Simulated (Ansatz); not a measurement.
## Scan of the Al1–B2–S3–H7 dihedral angle

AlBH₄S (SMILES [AlH2][BH]S), singlet, at its PBE0-D4/def2-TZVP minimum:

Al1  (-1.180, 0.256, -0.389)
B2  (0.747, 0.574, 0.453)
S3  (1.880, -0.778, 0.515)
H4  (-1.487, -1.232, -0.881)
H5  (-2.311, 1.360, -0.568)
H6  (1.216, 1.573, 0.914)
H7  (1.135, -1.753, -0.044)
(Å)

The dihedral angle Al1–B2–S3–H7 (-0.2° at the minimum) is set to the values below, the two halves turning rigidly about the central bond. Each method's energies count from its own value at the PBE0-D4 minimum structure. Computed with Ansatz 0.2.0 (basis: def2-TZVPP); correlated methods freeze the cores. B3LYP uses VWN-RPA correlation.

```
dihedral angle (°)  CCSD(T) (eV)  PBE-D4 (eV)  r2SCAN-D4 (eV)
            -158.0        0.1823       0.1895          0.1918
            -128.0             ?       0.6820          0.6964
             -98.0             ?       1.2794          1.2762
             -68.0        1.0058       1.0317          1.0420
             -38.0        0.3752       0.3775          0.3867
              -8.0        0.0169       0.0170          0.0174
              22.0             ?       0.1370          0.1405
              52.0        0.6692       0.6773          0.6908
              82.0        1.2261       1.2857          1.2810
             112.0        0.9979       1.0241          1.0364
             142.0        0.3994       0.4054          0.4144
             172.0        0.0794       0.0874          0.0860
```

Q: Fill in the withheld CCSD(T) values. (Judge from chemistry; the value comes from the calculation.)

A: By the calculation: 0.6720 eV at -128.0°; 1.2196 eV at -98.0°; 0.1359 eV at 22.0°. These count from the CCSD(T) energy at the PBE0-D4 minimum.

Q: How high is the highest scanned point by CCSD(T), and where? (An estimate is asked for; the value comes from the calculation.)

A: By the calculation: 1.2261 eV above the minimum, at 82.0°.

Largest difference from the CCSD(T) curve over the scan: PBE0-D4 0.0146; B3LYP-D4 0.0063; wB97M-V 0.0138; HF 0.1070 eV. Each curve counts from its own value at the minimum.

The T1 diagnostic stays at or below 0.018.

For scale, one of the runs: CCSD(T)/def2-TZVPP, 171 basis functions, launched by `ansatz run in.yaml --threads 2 --pin off --events-out ev --progress --plain --max-ram 4352MiB`. Hardware: 2 CPU threads of an Arm Neoverse V1, shared host. Wall time 22 s; peak host memory 1.3 GiB.
